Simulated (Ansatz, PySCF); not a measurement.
Wanted: the gas-phase enthalpy of formation of CCC at 298 K. Reaction (SMILES): CCC [propane] + C (CH4) -> 2 CC (C2H6); bond separation energy.

Structures are relaxed separately at B3LYP-D3(BJ)/def2-TZVP in Ansatz (a first-principles code). Valence correlation only, unless marked. UHF or UKS for open shells. Spin-orbit coupling is left out. No relativistic terms. Basis-set limits of correlation are two-point, X^-3; Hartree-Fock from the larger set. [CCSD(T)-MP2]/basis is that difference in the basis named. Thermal terms are rigid-rotor harmonic-oscillator values from B3LYP-D3(BJ) frequencies (PySCF) at 298.15 K and 1 atm. 1 Eh = 627.5095 kcal/mol. PBE is always shown; the other two functionals were drawn at random. The atomisation route leaves out scalar relativity and anharmonic zero-point terms, the atoms' spin-orbit terms, and in the frozen-core level the core correlation. Atomic data: G2/97 table in ASE.

Tabulated enthalpies of formation of the partners: C (CH4) -17.8 kcal/mol, ATcT 1.112; CC (C2H6) -20.0 kcal/mol, ATcT 1.112.

```csv
level,computed ΔH of the reaction (kcal/mol),ΔHf by atomisation and measured atoms (kcal/mol)
PBE/def2-TZVPD (Ansatz),1.9,-31.9
r2SCAN-D4/def2-TZVPD (Ansatz + dftd4),2.6,-23.5
wB97M-V/def2-TZVPD (Ansatz),2.5,-24.3
"RI-MP2/CBS(cc-pVTZ,cc-pVQZ)+[CCSD(T)-MP2]/cc-pVTZ (Ansatz)",2.6,-24.7
```

### Question
Derive ΔHf from the reaction at each level, and compare how far the levels part by the two routes.

### Answer

The partners sum to -22.2 kcal/mol (products minus other reactants), so ΔHf = (-22.2 - ΔH):
- PBE/def2-TZVPD: -24.1; errors +0.8 by the reaction, -7.0 by atomisation
- r2SCAN-D4/def2-TZVPD: -24.8; errors +0.1 by the reaction, +1.4 by atomisation
- wB97M-V/def2-TZVPD: -24.7; errors +0.2 by the reaction, +0.6 by atomisation
- RI-MP2/CBS(cc-pVTZ,cc-pVQZ)+[CCSD(T)-MP2]/cc-pVTZ: -24.8; errors +0.1 by the reaction, +0.2 by atomisation
All levels span 0.7 kcal/mol by the reaction and 8.4 by atomisation; without PBE they span 0.1 and 1.2. The errors are against the measured -24.9 kcal/mol (ATcT 1.112).
